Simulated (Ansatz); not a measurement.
`CC1=C(O)C1` and `OC1=C(F)C1` differ in one atom or group.

Ansatz, PBE0-D4/def2-TZVP geometries, multiplicity 1. Each molecule was computed in one conformer, which needn't be the lowest.

```json
{"property": "LUMO energy (PBE/def2-TZVPP) / eV", "`CC1=C(O)C1`": "-0.21"}
{"property": "HOMO–LUMO gap (PBE0/def2-TZVPP) / eV", "`CC1=C(O)C1`": "6.81"}
{"property": "LUMO energy (B3LYP/def2-TZVPP) / eV", "`CC1=C(O)C1`": "0.28"}
{"property": "LUMO energy (ωB97M-V/def2-TZVPP) / eV", "`CC1=C(O)C1`": "2.09"}
{"property": "HOMO–LUMO gap (ωB97M-V/def2-TZVPP) / eV", "`CC1=C(O)C1`": "10.42"}
{"property": "size of the dipole moment (B3LYP/def2-TZVPP) / D", "`CC1=C(O)C1`": "2.10"}
```

What does the change do to each property? (Estimate.)

The calculation gave: 
```csv
property,`OC1=C(F)C1`,shift
LUMO energy (PBE/def2-TZVPP) / eV,-0.48,-0.27
HOMO–LUMO gap (PBE0/def2-TZVPP) / eV,6.96,0.15
LUMO energy (B3LYP/def2-TZVPP) / eV,0.02,-0.26
LUMO energy (ωB97M-V/def2-TZVPP) / eV,1.93,-0.16
HOMO–LUMO gap (ωB97M-V/def2-TZVPP) / eV,10.66,0.24
size of the dipole moment (B3LYP/def2-TZVPP) / D,1.38,-0.72
```

With PBE0 the HOMO falls by 0.38 eV and the LUMO falls by 0.23 eV, so the gap widens by about 0.15 eV. PBE moves the HOMO by -0.27 eV and ωB97M-V by -0.40 eV. Dipoles are sizes alone; their direction can turn.

B3LYP here is the variant with VWN-RPA as its local correlation; programs differ in this.
